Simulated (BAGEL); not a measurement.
# HF/STO-3G (density fitting with qzvpp-jkfit) run of Si2H6O (disilanol)

What is the vertical ionisation energy of Si2H6O (disilanol) at HF/STO-3G (density fitting with qzvpp-jkfit)? 

Program for the calculation: BAGEL 1.2.2.

1 further run of the same task is left out (it didn't finish).

## Step 1: The structure to begin with

Si2H6O: 9 atoms, total charge 0, spin state singlet. SMILES: `O[SiH2][SiH3]`. The coordinates come from a PBE0-D4/def2-TZVP relaxation. This is one conformer, not always the lowest.

Bond lengths: O1–Si2 1.654 Å, Si2–Si3 2.347 Å, O1–H4 0.958 Å, Si2–H5 1.493 Å, Si2–H6 1.484 Å, Si3–H7 1.489 Å, Si3–H8 1.491 Å, Si3–H9 1.488 Å. Some angles: O1–Si2–Si3 112.4°, O1–Si2–H5 111.3°, O1–Si2–H6 105.5°, Si3–Si2–H5 108.5°, Si3–Si2–H6 110.6°, Si2–O1–H4 117.6°, Si2–Si3–H7 110.0°, Si2–Si3–H8 110.1°, Si2–Si3–H9 111.4°, H5–Si2–H6 108.5°.

## Step 2: The energy at HF/STO-3G (density fitting with qzvpp-jkfit)

Input file hf.json:

```json
{ "bagel" : [

{
  "title" : "molecule",
  "basis" : "sto-3g",
  "df_basis" : "qzvpp-jkfit",
  "angstrom" : true,
  "geometry" : [
    { "atom" : "O", "xyz" : [   -1.609000,    1.039900,   -0.762000 ] },
    { "atom" : "Si", "xyz" : [    0.004800,    0.933100,   -0.415900 ] },
    { "atom" : "Si", "xyz" : [    0.544200,   -1.038400,    0.738600 ] },
    { "atom" : "H", "xyz" : [   -1.996600,    0.341400,   -1.290800 ] },
    { "atom" : "H", "xyz" : [    0.830600,    0.994500,   -1.657800 ] },
    { "atom" : "H", "xyz" : [    0.311400,    2.125200,    0.413000 ] },
    { "atom" : "H", "xyz" : [    2.012900,   -1.104800,    0.974500 ] },
    { "atom" : "H", "xyz" : [    0.146200,   -2.228200,   -0.066200 ] },
    { "atom" : "H", "xyz" : [   -0.156000,   -1.109100,    2.049500 ] }
  ]
},
{
  "title" : "hf"
},
{
  "title" : "print",
  "file" : "orbitals.molden",
  "orbitals" : true
}

]}
```

Command:

```console
BAGEL_NUM_THREADS=1 BAGEL hf.json > hf.out
```

What it wrote:

```text
* using 1 threads per process

  ===============================================================
  ===============================================================

  *** Geometry ***

  { "atom" : "O", "xyz" : [     -3.040569,      1.965126,     -1.439971 ] },
  { "atom" : "Si", "xyz" : [      0.009071,      1.763303,     -0.785937 ] },
  { "atom" : "Si", "xyz" : [      1.028389,     -1.962292,      1.395752 ] },
  { "atom" : "H", "xyz" : [     -3.773027,      0.645152,     -2.439258 ] },
  { "atom" : "H", "xyz" : [      1.569607,      1.879333,     -3.132788 ] },
  { "atom" : "H", "xyz" : [      0.588461,      4.016046,      0.780457 ] },
  { "atom" : "H", "xyz" : [      3.803830,     -2.087769,      1.841538 ] },
  { "atom" : "H", "xyz" : [      0.276278,     -4.210688,     -0.125100 ] },
  { "atom" : "H", "xyz" : [     -0.294797,     -2.095895,      3.872994 ] },

  Number of auxiliary basis functions:      441

  Since a DF basis is specified, we compute 2- and 3-index integrals:
    o Being stored without compression. Storage requirement is 0.003 GB

  Number of basis functions:       29
  Number of electrons      :       42

    * METHOD: MOLECULE                             0.15

  *** RHF ***

  === Nuclear Repulsion ===
   152.9348733740

      * DIIS with orbital gradients will be used.

  === RHF iteration (sto-3g) ===
      0       -648.48535458          0.01385601           0.02
      1       -648.54123086          0.00338292           0.01
      2       -648.54476169          0.00066913           0.01
      3       -648.54498682          0.00005630           0.01
      4       -648.54498899          0.00001583           0.01
      5       -648.54498917          0.00000298           0.01
      6       -648.54498918          0.00000068           0.01
      7       -648.54498918          0.00000010           0.01
      8       -648.54498918          0.00000003           0.01
      9       -648.54498918          0.00000001           0.01
    * SCF iteration converged.

    * Permanent dipole moment:
           (   -0.185533,     0.365655,     0.204978) a.u.

    * METHOD: HF                                   0.21

    * METHOD: PRINT                                0.00

  ===============================================================
```

It took 1.4 s on 1 thread of Intel Xeon 6975P-C (Granite Rapids), shared host; peak memory 0.08 GiB.

## Step 3: The doublet cation at the same level

Input file job.json:

```json
{ "bagel": [

{
  "title": "molecule",
  "basis": "sto-3g",
  "df_basis": "qzvpp-jkfit",
  "angstrom": true,
  "geometry": [
    { "atom": "O", "xyz": [      -1.609000,       1.039900,      -0.762000 ] },
    { "atom": "Si", "xyz": [       0.004800,       0.933100,      -0.415900 ] },
    { "atom": "Si", "xyz": [       0.544200,      -1.038400,       0.738600 ] },
    { "atom": "H", "xyz": [      -1.996600,       0.341400,      -1.290800 ] },
    { "atom": "H", "xyz": [       0.830600,       0.994500,      -1.657800 ] },
    { "atom": "H", "xyz": [       0.311400,       2.125200,       0.413000 ] },
    { "atom": "H", "xyz": [       2.012900,      -1.104800,       0.974500 ] },
    { "atom": "H", "xyz": [       0.146200,      -2.228200,      -0.066200 ] },
    { "atom": "H", "xyz": [      -0.156000,      -1.109100,       2.049500 ] }
  ]
},

{
  "title": "uhf",
  "charge": 1,
  "nopen": 1
},

{
  "title": "print",
  "file": "orbitals.molden",
  "orbitals": true
}

]}
```

Command:

```console
BAGEL_NUM_THREADS=1 BAGEL job.json > job.out
```

What it wrote:

```text
* using 1 threads per process

  ===============================================================
  ===============================================================

  *** Geometry ***

  { "atom" : "O", "xyz" : [     -3.040569,      1.965126,     -1.439971 ] },
  { "atom" : "Si", "xyz" : [      0.009071,      1.763303,     -0.785937 ] },
  { "atom" : "Si", "xyz" : [      1.028389,     -1.962292,      1.395752 ] },
  { "atom" : "H", "xyz" : [     -3.773027,      0.645152,     -2.439258 ] },
  { "atom" : "H", "xyz" : [      1.569607,      1.879333,     -3.132788 ] },
  { "atom" : "H", "xyz" : [      0.588461,      4.016046,      0.780457 ] },
  { "atom" : "H", "xyz" : [      3.803830,     -2.087769,      1.841538 ] },
  { "atom" : "H", "xyz" : [      0.276278,     -4.210688,     -0.125100 ] },
  { "atom" : "H", "xyz" : [     -0.294797,     -2.095895,      3.872994 ] },

  Number of auxiliary basis functions:      441

  Since a DF basis is specified, we compute 2- and 3-index integrals:
    o Being stored without compression. Storage requirement is 0.003 GB

  Number of basis functions:       29
  Number of electrons      :       42

    * METHOD: MOLECULE                             0.10

  *** Open-shell HF ***

  === Nuclear Repulsion ===
   152.9348733740

      * DIIS with orbital gradients will be used.

  === UHF iteration (sto-3g) ===
      0       -648.17972085          0.03261757           0.02
      1       -648.26088292          0.01728340           0.02
      2       -648.27792811          0.00724919           0.02
      3       -648.28469248          0.00353350           0.02
      4       -648.28818965          0.00365707           0.03
      5       -648.28326410          0.00359402           0.03
      6       -648.25218100          0.01118738           0.03
      7       -648.28320056          0.00512894           0.03
      8       -648.26529883          0.00746563           0.04
      9       -648.27778626          0.00399745           0.04
     10       -648.25510777          0.01060760           0.03
     11       -648.25346710          0.01169465           0.02
     12       -648.25858928          0.01083075           0.02
     13       -648.28856364          0.00437970           0.02
     14       -648.27100814          0.00554501           0.02
     15       -648.25999510          0.00868506           0.02
     16       -648.25355355          0.01227270           0.02
     17       -648.23447480          0.01762088           0.02
     18       -648.24008478          0.01566511           0.02
     19       -648.28596918          0.00480349           0.02
     20       -648.27391349          0.00530285           0.02
     21       -648.28509189          0.00510530           0.02
     22       -648.27607178          0.00411017           0.02
     23       -648.27463244          0.00417615           0.02
     24       -648.27484775          0.00377914           0.02
     25       -648.28890566          0.00340543           0.02
     26       -648.26452760          0.00740851           0.02
     27       -648.27738748          0.00461753           0.02
     28       -648.27410073          0.00465217           0.02
     29       -648.27221889          0.00523573           0.02
     30       -648.28962948          0.00388367           0.02
     31       -648.27659799          0.00461966           0.02
     32       -648.28174517          0.00388187           0.02
     33       -648.29521083          0.00375327           0.02
     34       -648.30421338          0.00288985           0.02
     35       -648.27863611          0.00344856           0.02
     36       -648.30186116          0.00262332           0.02
     37       -648.30159900          0.00352068           0.03
     38       -648.29363628          0.01368023           0.03
     39       -648.31194185          0.00179004           0.03
     40       -648.31264809          0.00161667           0.03
     41       -648.31311238          0.00045065           0.03
     42       -648.31323398          0.00032189           0.03
     43       -648.31329170          0.00010129           0.02
     44       -648.31329567          0.00003348           0.02
     45       -648.31329685          0.00001486           0.02
     46       -648.31329728          0.00000993           0.02
     47       -648.31329750          0.00000634           0.03
     48       -648.31329762          0.00000243           0.03
     49       -648.31329764          0.00000076           0.04
     50       -648.31329764          0.00000029           0.03
     51       -648.31329764          0.00000009           0.02
     52       -648.31329764          0.00000005           0.02
     53       -648.31329764          0.00000003           0.02
     54       -648.31329764          0.00000001           0.02
     55       -648.31329764          0.00000000           0.02
    * SCF iteration converged.

    * S^2 (UHF) is 0.7608

    * Permanent dipole moment:
           (    1.195590,    -0.370553,     1.170456) a.u.

    * METHOD: UHF                                  1.47

    * METHOD: PRINT                                0.00

  ===============================================================
```

Run time: 2.5 s. Hardware: 1 thread of Intel Xeon 6975P-C (Granite Rapids), shared host; peak memory 0.08 GiB.

## Step 4: Results

Level: HF/STO-3G (density fitting with qzvpp-jkfit).

| quantity | value |
| --- | --- |
| singlet Si2H6O: total energy | -648.54499 Eh |
| singlet Si2H6O: dipole moment | 1.17 D |
| singlet Si2H6O: HOMO energy | -7.92 eV |
| singlet Si2H6O: LUMO energy | 10.83 eV |
| singlet Si2H6O: HOMO–LUMO gap | 18.75 eV |
| doublet cation: total energy | -648.31330 Eh |
| doublet cation: ⟨S²⟩ | 0.761 |
| vertical ionisation energy (to the doublet cation) | 6.305 eV |

**Reading.** The vertical ionisation energy comes to 6.30 eV (145 kcal/mol). The negative HOMO energy of the first species, 7.92 eV, lies 1.61 eV above that difference. In a minimal basis such a difference can be off by several eV, whatever the method.
